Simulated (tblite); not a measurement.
# BrF2H2Na: the cost of one run

Computed with tblite 0.8.0 and PySCF 2.14.0; each step states its level. No surroundings beyond the atoms listed, unless a continuum is named. Atoms count from 0, parts from 1.

## (1) Starting point

6 atoms, charge 0, multiplicity 1; geometry: rigid parts in contact. Parts: 1 = atom 0, `[Na+]`, charge 1; 2 = atom 1, `[Br-]`, charge -1; 3 = atoms 2–3, `F`, charge 0; 4 = atoms 4–5, `F`, charge 0.

## (2) Search for minima with GFN2-xTB

The job: settings as JSON, then the geometry in Å.

```
{"job": {"kind": "dock", "xc": "GFN2-xTB", "basis": "xTB"}, "charge": 0, "multiplicity": 1, "parts": [{"atoms": "0-0", "charge": 1, "multiplicity": 1}, {"atoms": "1-1", "charge": -1, "multiplicity": 1}, {"atoms": "2-3", "charge": 0, "multiplicity": 1}, {"atoms": "4-5", "charge": 0, "multiplicity": 1}]}
Na     0.176553    -0.203553     0.148934
Br     0.425105    -2.592823    -0.898117
F      1.999840    -2.251468     1.590274
H      1.528930    -2.678573     0.851829
F      2.737421    -0.208158    -0.738546
H      2.963589    -1.122153    -0.746107
```

Method: GFN2-xTB search for minima from random contacts, gas phase.

The run is started by

```sh
$ OMP_NUM_THREADS=1 python cluster_run.py task.json out
```

The driver reads the jobs from task.json and runs them one after another.

Q: Estimate the wall time of this first job on 1 thread of Intel Xeon Platinum 8259CL at 2.50GHz, shared host.

About 12 s.
